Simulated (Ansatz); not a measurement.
C$_{2}$H$_{2}$FNO (`NC(F)=C=O`), relaxed with RKS PBE0-D4/def2-TZVP in Ansatz from a PBE-D4/def2-SVP geometry. The force threshold is 0.005 eV/Å; the program also tests the step.

Charge 0, multiplicity 1.

Start:

```xyz
7

N     0.355    0.196   -0.961
C    -0.198    0.221    0.297
F    -0.782    1.357    0.817
C    -0.172   -0.891    1.044
O    -0.126   -1.893    1.665
H    -0.289    0.267   -1.756
H     1.211    0.742   -1.105
```

Question: By how much does the energy fall, and how many steps does the optimiser take? (Estimate.)

Answer: The calculation gave: 1.30 kcal/mol, in 7 steps.

Question: Which bonds change most? (Estimate.)

Answer: Computed: C2–C4 from 1.339 to 1.318 Å; C4–O5 from 1.181 to 1.160 Å; N1–H7 from 1.026 to 1.010 Å; N1–H6 from 1.026 to 1.010 Å.

Question: Give the relaxed structure. (Best estimate.)

Answer: The calculation gave: 
```xyz
7

N     0.358    0.195   -0.968
C    -0.187    0.197    0.287
F    -0.766    1.320    0.807
C    -0.169   -0.888    1.035
O    -0.140   -1.857    1.672
H    -0.289    0.283   -1.738
H     1.192    0.750   -1.095
```
